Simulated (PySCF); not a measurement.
# Dipole moment and polarisability of `C=CC1CC1`

Species: C₅H₈.
Numbering: `[CH2:1]=[CH:2][CH:3]1[CH2:4][CH2:5]1` (hydrogens: H6, H7 on C1; H8 on C2; H9 on C3; H10, H11 on C4; H12, H13 on C5)

Cartesian coordinates in Å at the GFN2-xTB level; atoms count from 1:
```xyz
13
C5H8 angstrom
C      2.247   -0.150   -0.172
C      1.016   -0.313    0.283
C     -0.183    0.256   -0.346
C     -1.331    0.709    0.521
C     -1.476   -0.519   -0.315
H      2.450    0.429   -1.059
H      3.100   -0.585    0.318
H      0.839   -0.898    1.177
H      0.016    0.838   -1.238
H     -1.864    1.601    0.231
H     -1.232    0.589    1.589
H     -2.109   -0.480   -1.188
H     -1.476   -1.477    0.181
```

Level: B3LYP/def2-SVPD (PySCF), static field, nuclei fixed, core orbitals frozen in the response. The polarisability tensor in these axes (au):

```
x   79.97 -0.84 -3.90
y   -0.84 50.83 -0.41
z   -3.90 -0.41 51.77
```

**Question.** Give the principal values, the mean and the anisotropy Δα = √{½[(α1 − α2)² + (α2 − α3)² + (α1 − α3)²]}.

**Answer.** Principal values 50.46, 51.59 and 80.52 au; mean 60.86 au = 9.02 Å³ = 10.03 × 10⁻⁴⁰ C²·m²/J; Δα = 29.51 au (48 % of the mean).

**Question.** What is the dipole moment, and where does it point?

**Answer.** (-0.58, 0.09, -0.03) D, 0.58 D in size, pointing from the negative to the positive side. Measured along this direction, the outermost atoms are H7 at the negative end and H12 and H10 at the positive end.

**Question.** In TDDFT the mean static polarisability is Σ f/ω² over all singlet excitations (ω in hartree). How much of it do the 8 lowest give? Their energies (eV) and oscillator strengths: 6.63, 0.0318; 6.72, 0.0018; 6.78, 0.5022; 6.96, 0.0048; 7.35, 0.0054; 7.53, 0.0003; 7.91, 0.0107; 8.14, 0.0008.

**Answer.** They add up to 8.93 au, 14.7 % of the 60.86 au; the largest single term is 8.08 au, from the state at 6.78 eV. Terms in order: 0.54, 0.03, 8.08, 0.07, 0.07, 0.00, 0.13, 0.01 au. Higher excitations give the rest. The strengths listed sum to 0.558.

**Question.** Find the Langevin capture rate constant for H3+ (3.023 u) meeting this molecule (68.063 u), k = 2.342 × 10⁻⁹ cm³/s × √(α in Å³ / reduced mass in u).

**Answer.** The reduced mass is 2.89 u, so k = 4.13 × 10⁻⁹ cm³/s. The formula leaves out the permanent dipole, which adds to the capture rate.

**Question.** Estimate the molar refractivity from the static electronic polarisability.

**Answer.** Lorentz–Lorenz: R = (4π/3)N_A α = 2.5225 cm³/(mol·Å³) × 9.02 Å³ = 22.7 cm³/mol, in the limit of long wavelengths.

One conformer (not necessarily the lowest) at the GFN2-xTB geometry, without solvent, vibrations or thermal averaging.
